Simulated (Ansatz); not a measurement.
Relaxation of BFH3N (6 atoms, charge 0, multiplicity 1), to a largest force component of 0.02 eV/Å in at most 40 steps.

All numbers below come from RKS B3LYP/6-31G* in Ansatz 0.2.0.

```xyz
6
Properties=species:S:1:pos:R:3:forces:R:3
B 0.000 0.000 0.000 -2.91 0.24 -1.99
F 0.000 0.000 1.320 0.08 -0.45 0.23
H 1.030 0.000 -0.595 0.24 0.32 0.12
N -1.342 0.000 -0.775 1.43 -0.11 0.92
H -2.011 -0.816 -0.676 0.81 2.01 -0.11
H -1.591 0.816 -1.404 0.35 -2.01 0.82
```

Where does it end, and by what steps?

The run converged. After 6 steps the energy has fallen by 1.194 eV; H6 moved furthest, 0.58 Å.

```json
{"step": "0", "energy less start (eV)": "0.0000", "largest force component (eV/Å)": "2.910", "accepted": "yes"}
{"step": "1", "energy less start (eV)": "-0.6156", "largest force component (eV/Å)": "1.807", "accepted": "yes"}
{"step": "2", "energy less start (eV)": "-0.9465", "largest force component (eV/Å)": "1.471", "accepted": "yes"}
{"step": "3", "energy less start (eV)": "-1.1874", "largest force component (eV/Å)": "0.283", "accepted": "yes"}
{"step": "4", "energy less start (eV)": "-1.1938", "largest force component (eV/Å)": "0.142", "accepted": "yes"}
{"step": "5", "energy less start (eV)": "-1.1944", "largest force component (eV/Å)": "0.041", "accepted": "yes"}
{"step": "6", "energy less start (eV)": "-1.1944", "largest force component (eV/Å)": "0.011", "accepted": "yes"}
```

```xyz
6
Properties=species:S:1:pos:R:3
B -0.063 0.017 -0.043
F -0.008 -0.464 1.209
H 0.933 0.451 -0.542
N -1.276 0.002 -0.737
H -2.133 -0.358 -0.339
H -1.369 0.352 -1.679
```

Whether the end is a true minimum wasn't checked by a vibrational analysis.

The run took 9.7 s on 1 thread of Arm Neoverse V1 (shared host), peak memory 0.094 GiB.
